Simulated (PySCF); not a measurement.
# AlN+: from the state search to spectroscopic constants

The task here is to estimate one member of a computed series from the others.

Method: Al def2-TZVPPD, N def2-TZVPPD, no relativity; program: PySCF 2.14.0.

Set-up of the first run:

A driver script around PySCF takes these settings:

* atoms: Al, N
* charge: 1
* basis: Al def2-TZVPPD, N def2-TZVPPD
* Hamiltonian: no relativity
* basis functions: 85
* electrons treated: 19
* masses in u: 26.9815, 14.0031
* levels: PBE0, PBE, r²SCAN, B2PLYP, M06, LDA, BHandHLYP, TPSS, ωB97X-V, HF, MP2, SCS-MP2, CCSD, CCSD(T)
* grid: 80 radial by 434 angular points
* occupations: held fixed by the projection of orbital angular momentum
* dissociation limit: Al+ + N, each in its ground configuration
* starting distance in angstrom: 1.950
* values of 2S to try: 1, 3

The run is started by

```console
> OMP_NUM_THREADS=2 python dia.py task.json out
```

Steps of the session up to this table: Input; First curve: PBE0; Other states along the same grid; PBE (GGA); r²SCAN; B2PLYP (double hybrid); M06 (hybrid meta-GGA); LDA (local density); BHandHLYP; TPSS; ωB97X-V (range-separated hybrid); ROHF (mean field); Correlated methods on the Hartree–Fock reference.

One table of the session follows, with a row left open; its other results are not shown here.

It belongs to the step «The curves together». Energy (eV) from each level's lowest point:

```
R (Å)   ROHF  ROHF-MP2  ROHF-SCS-MP2  ROHF-CCSD  ROHF-CCSD(T)
1.772  1.207     0.436         0.458        n/a           n/a
1.854  1.068     0.444         0.439      0.340         0.274
1.936  0.805     0.380         0.383      0.208         0.152
1.998  0.646     0.309         0.315      0.146         0.097
2.060      ?         ?             ?          ?             ?
2.122  0.407     0.190         0.198      0.072         0.040
2.204  0.292     0.132         0.140      0.044         0.022
2.307  0.182     0.078         0.085      0.019         0.009
2.431  0.086     0.034         0.038      0.000         0.000
2.596  0.000     0.000         0.000        n/a           n/a
```

Q: Estimate the row for R (Å) = 2.060 from the others.

Worked estimate for «ROHF». A straight line through the neighbours (1.998, 0.646) and (2.122, 0.407) gives 0.646 + (0.407 − 0.646) × (2.060 − 1.998) / (2.122 − 1.998) = 0.526; a parabola fitted to 4 rows on both sides gives 0.516.

**Answer.** ROHF: 0.515; ROHF-MP2: 0.244; ROHF-SCS-MP2: 0.252; ROHF-CCSD: 0.103; ROHF-CCSD(T): 0.062. In «ROHF» the line misses by +0.011 and the parabola by +0.001.
